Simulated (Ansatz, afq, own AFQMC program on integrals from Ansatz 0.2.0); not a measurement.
**SiH$_{3}$, doublet in 6-31G, levels against full CI**

| atom | x (Å) | y (Å) | z (Å) |
| --- | --- | --- | --- |
| Si | 0.0002 | -0.0001 | -0.0891 |
| H | 2.8831 | 0.0297 | 0.8334 |
| H | -1.4688 | 2.4852 | 0.8210 |
| H | -1.4194 | -2.5114 | 0.8282 |

Basis 6-31G. Noble-gas cores (and the filled d shells of Ga–Kr and In–Xe) are frozen. Integrals, coupled cluster, full CI and functionals: Ansatz 0.2.0; the random walks run on the same integrals in our own AFQMC program. ph-AFQMC/CISD is guided by a CISD state made of CCSD amplitudes; releasing the constraint for a short imaginary time cuts its bias at the price of noise, slowly where states lie close. Error bars are statistical, one sigma.

Determinant: UHF, the one that the program's search chose, which needn't be the lowest solution. The geometry is a point of a scan.

Full CI on the same integrals is exact in this basis and with this determinant's frozen core.

Cautions: strong correlation (T1 0.074, weight of the determinant 0.68, largest double 0.24); unrestricted determinant spin contaminated (⟨S²⟩ 2.53 against 0.75); the released energies are still falling, so no released level is given (meV from the phaseless value at times in 1/Eh: -10 ± 4 at 0.24, -24 ± 9 at 0.51, -24 ± 3 at 0.99, -37 ± 3 at 1.62, -39 ± 3 at 2.40).

* T1 diagnostic: 0.0741
* weight of the determinant in the CISD state: 0.676
* ⟨S²⟩ of the determinant: 2.529
* size of the correlated space: 7 electrons in 14 orbitals

Reference: full CI, correlation energy -1.199 eV. The cautions show a poor starting determinant, so the rows tell how each method copes with it here, and full CI is the sure value.

| level | E − E(reference) (mEh) | share of correlation (%) |
| --- | --- | --- |
| HF | 44.08 | 0.00 |
| MP2 | 26.74 | 39.34 |
| CCSD | 5.87 | 86.68 |
| CCSD(T) | 4.41 | 89.99 |
| CCSDT | 2.52 | 94.28 |
| CCSDT(Q) | 2.27 | 94.85 |
| CCSDTQ | 0.52 | 98.81 |
| ph-AFQMC/CISD | 3.29 ± 0.14 | 92.53 |

CCSDT and higher add their correlation energy to the determinant of the CCSD(T) run, since their own runs factorise the integrals more tightly (a shift of under 2 meV). A walk keeps the symmetry of its determinant, which the program's search chose and which needn't be the lowest solution, so a lower state of the same spin and another symmetry isn't excluded.
